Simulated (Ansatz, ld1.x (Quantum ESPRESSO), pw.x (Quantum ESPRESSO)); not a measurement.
# What a changed setting does to a pw.x run (fcc C)

Potential: norm-conserving Troullier–Martins (Kleinman–Bylander form), ld1.x (Quantum ESPRESSO) 7.5, LDA (PW92); core [He], reference 2s2 2p2; waves: 2s (bound): rc 1.15 bohr; 2p (bound): rc 1.75 bohr; 3d channel at 0.5 Ry: rc 1.70 bohr; local part: all-electron potential smoothed inside 1.45 bohr (lloc = -1); core correction: none.

The reference run (k-mesh 18³, cutoffs 110/440 Ry, Fermi–Dirac 0.01 Ry, mixing_beta 0.4, conv_thr 1e-9, no spin) gives -3.33 GPa at 7.020 Å³/atom, where all-electron LAPW gives -3.87 GPa. This run, with its own iteration cap, changes tot_charge to 3, a wrong or extreme entry chosen on purpose.

```
&control
  calculation='scf', prefix='x', pseudo_dir='./', outdir='./tmp', tstress=.true., disk_io='none'
/
&system
  ibrav=0, nat=1, ntyp=1, ecutwfc=110, ecutrho=440, nbnd=9,
  occupations='smearing', smearing='fd', degauss=0.01, tot_charge=3
/
&electrons
  conv_thr=1e-09, mixing_beta=0.4, electron_maxstep=70
/
ATOMIC_SPECIES
C 1.0 C.UPF
CELL_PARAMETERS angstrom
  0.00000000 1.51973911 1.51973911
  1.51973911 0.00000000 1.51973911
  1.51973911 1.51973911 0.00000000
ATOMIC_POSITIONS crystal
C 0.0000 0.0000 0.0000
K_POINTS automatic
18 18 18 0 0 0
```

```bash
pw.x < C.scf.in > C.scf.out
```

**Question.** How does the run end?

**Answer.** It converges in 5 iterations; the free energy moves by -21.14 eV/atom and the pressure by -1051.09 GPa. The cell is charged against a uniform background, so energy and pressure depend on the zero of the potential and are not those of the crystal.

```
Message from routine setup:
     using ibrav=0 with symmetry is DISCOURAGED, use correct ibrav instead
     lattice parameter (alat)  =       4.0615  a.u.
     unit-cell volume          =      47.3733 (a.u.)^3
     number of electrons       =         1.00
     number of Kohn-Sham states=            9
     kinetic-energy cutoff     =     110.0000  Ry
     charge density cutoff     =     440.0000  Ry
     scf convergence threshold =      1.0E-09
     Exchange-correlation= PW
     number of k points=   195  Fermi-Dirac smearing, width (Ry)=  0.0100
     iteration #  1     ecut=   110.00 Ry     beta= 0.40
     total energy              =     -12.63012866 Ry
     estimated scf accuracy    <       0.00040386 Ry
     iteration #  2     ecut=   110.00 Ry     beta= 0.40
     total energy              =     -12.63017963 Ry
     estimated scf accuracy    <       0.00014741 Ry
     iteration #  3     ecut=   110.00 Ry     beta= 0.40
     total energy              =     -12.63018082 Ry
     estimated scf accuracy    <       0.00000001 Ry
     iteration #  4     ecut=   110.00 Ry     beta= 0.40
     total energy              =     -12.63018083 Ry
     estimated scf accuracy    <          2.9E-09 Ry
     iteration #  5     ecut=   110.00 Ry     beta= 0.40
     the Fermi energy is     3.0807 ev
!    total energy              =     -12.63018083 Ry
     estimated scf accuracy    <          1.1E-11 Ry
     smearing contrib. (-TS)   =      -0.00097078 Ry
     The total energy is F=E-TS. E is the sum of the following terms:
     one-electron contribution =       0.64217096 Ry
     hartree contribution      =       0.01823243 Ry
     xc contribution           =      -0.51792384 Ry
     ewald contribution        =     -12.77168961 Ry
     convergence has been achieved in   5 iterations
          total   stress  (Ry/bohr**3)                   (kbar)     P=   -10544.23
     Message from routine punch:
     Nothing written, as per user request (disk_io='none')
```

The run took about 16 s on one core of a shared host (Neoverse-V1, 32 threads, 247 GiB, load 16).
